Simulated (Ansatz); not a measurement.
Basis-set extrapolation for C3H4O2 (`C1=COCO1`) (PBE0-D4/def2-TZVP geometry, frozen core, Ansatz). Multiplicity 1, RHF reference.

```json
{"": "HF", "def2-TZVPP": "-265.709272", "def2-QZVPP": "-265.721507"}
{"": "MP2 correlation", "def2-TZVPP": "-0.942010", "def2-QZVPP": "-1.010501"}
{"": "CCSD(T) correlation", "def2-TZVPP": "-1.004447", "def2-QZVPP": "not run"}
```

Energies in hartree. Use E(X) = E(∞) + A·exp(−7.88·√X) for Hartree–Fock and E(X) = E(∞) + B·X^(−2.97) for correlation, with X = 3 and 4, and add CCSD(T) minus MP2 of the smaller set to the MP2 limit.

Q: What is the CCSD(T) energy at the basis-set limit?

A: HF limit: -265.721507 + (-0.012235) × 0.13774 = -265.72319. MP2 limit: -1.010501 + (-0.068491) × 0.74074 = -1.06124. Higher-order term: -1.004447 − (-0.942010) = -0.06244. Total: -266.84687 hartree, 349.6 kJ/mol below CCSD(T)/def2-TZVPP.
